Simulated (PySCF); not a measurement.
Match the calculated data to a structure.

All candidates are C4H6O.

| technique | computed result |
| --- | --- |
| UV, first state | lowest singlet excitation: 5.44 eV (228 nm, f = 0.007) [TDDFT B3LYP/def2-SVPD] |
| Couplings | largest of the computed one-bond spin–spin couplings (means over like bonds): 13C–1H +197.1, 13C–1H +186.5, 13C–1H +153.3 (×2), 13C–1H +139.5 (×2), 13C–13C +81.4, 13C–13C +41.2, 13C–13C +34.6, 17O–13C +27.4 Hz [B3LYP/pcJ-1, spin–dipole term left out] |
| Dipole | 1.20 D [B3LYP/def2-SVPD] |
| Valence photoelectron | vertical ionisation energy: 8.35 eV [ΔSCF B3LYP/def2-SVPD] |
| UV, strongest line | among the 10 lowest singlet transitions: S2 at 6.04 eV (205 nm, f = 0.135) [TDDFT B3LYP/def2-SVPD] |
| 1H NMR | chemical shifts (computed TMS as zero) by class: 6.32 (1 H), 4.95 (1 H), 4.34 (2 H), 2.79 (2 H) ppm [GIAO B97-2/pcSseg-2] |
| 13C NMR | chemical shifts (computed TMS as zero) by class: 155.0 (1 C), 102.0 (1 C), 72.5 (1 C), 33.3 (1 C) ppm [GIAO B97-2/pcSseg-2] |
| XPS | C1s 289.9, C1s 291.0, C1s 291.8, C1s 292.3, O1s 538.7 eV [ΔSCF SCAN, pcX-2 on the ionised atom, pcseg-1 elsewhere, spin-free X2C] |
| Triplet | lowest triplet excitation (Tamm–Dancoff): 3.98 eV [TDA B3LYP/def2-SVPD] |
| Rotational structure | rotational constants A, B, C: 8.158, 7.844, 4.211 GHz [PBE0-D3(BJ)/def2-SVP] |

The electronic properties come from PySCF, for the isolated species, density fitting. Levels stand in brackets. Isolated species at its PBE0-D3(BJ)/def2-SVP geometry, gas phase. NMR classes are plain means over equivalent atoms (diastereotopic ones count apart unless rotation or inversion swaps them), as if these changed places fast.

Question: Which candidate is it?
A. `C=C(C)C=O` (methacrolein)
B. `CC(C)=C=O` (dimethylketene)
C. `C1=COCC1` (2,3-dihydrofuran)

Answer: C. It is `C1=COCC1`. Numbering: `[CH:1]1=[CH:2][O:3][CH2:4][CH2:5]1`. Its formula, C4H6O, gives 2 degrees of unsaturation: 1 ring and 1 π bond in the structure found. 4 carbons fall into 4 classes; from least to most shielded: vinylic carbon bearing oxygen [C2] (155.0 ppm), alkene CH carbon [C1] (102.0 ppm), ring sp3 carbon bound to oxygen [C4] (72.5 ppm), allylic carbon [C5] (33.3 ppm). Hydrogen classes from least to most shielded: 1 H on a vinylic carbon bearing oxygen, C2 (6.32 ppm), 1 H on an alkene CH carbon, C1 (4.95 ppm), 2 H on an sp3 carbon bound to oxygen, C4 (4.34 ppm), 2 H on an allylic carbon, C5 (2.79 ppm). The couplings run between: +197.1 Hz, vinylic carbon bearing oxygen [C2] and its hydrogen; +186.5 Hz, alkene CH carbon [C1] and its hydrogen; +153.3 Hz, sp3 carbon bound to oxygen [C4] and its hydrogen (with 1 like pair); +139.5 Hz, allylic carbon [C5] and its hydrogen (with 1 like pair); +81.4 Hz, alkene CH carbon [C1] and vinylic carbon bearing oxygen [C2]; +41.2 Hz, alkene CH carbon [C1] and allylic carbon [C5]; +34.6 Hz, sp3 carbon bound to oxygen [C4] and allylic carbon [C5]; +27.4 Hz, cyclic ether oxygen [O3] and vinylic carbon bearing oxygen [C2]. The core levels belong to: C1s 289.9 eV, alkene CH carbon [C1]; C1s 291.0 eV, allylic carbon [C5]; C1s 291.8 eV, vinylic carbon bearing oxygen [C2]; C1s 292.3 eV, sp3 carbon bound to oxygen [C4]; O1s 538.7 eV, cyclic ether oxygen [O3]. The hole state at 291.8 eV has ⟨S²⟩ = 0.85 against 0.75, so that value is less sure. The first electron is taken from the HOMO, whose largest Löwdin shares are 0.31 on the alkene CH carbon, 0.27 on the cyclic ether oxygen, 0.20 on the vinylic carbon bearing oxygen and 0.07 on the allylic carbon. The optimised geometry has point group Cs and is an asymmetric top.

The others, at the same levels:
- `C=C(C)C=O` fails: its computed core binding energies are C1s 290.8, C1s 291.1, C1s 291.2, C1s 293.3, O1s 537.7 eV, rotational constant A is 8.655 GHz (against 8.158 GHz) and smallest rotational constant is 2.981 GHz (against 4.211 GHz).
- `CC(C)=C=O` fails: its computed core binding energies are C1s 290.8, C1s 291.2 (×2), C1s 293.5, O1s 539.3 eV and smallest rotational constant is 2.732 GHz (against 4.211 GHz).

Each candidate is one conformer, not necessarily the lowest. The conformers computed, where there is a choice (atom-mapped SMILES and torsion angles):
- `[CH2:1]=[C:2]([CH3:3])[CH:4]=[O:5]`: C1–C2–C4–O5 179°
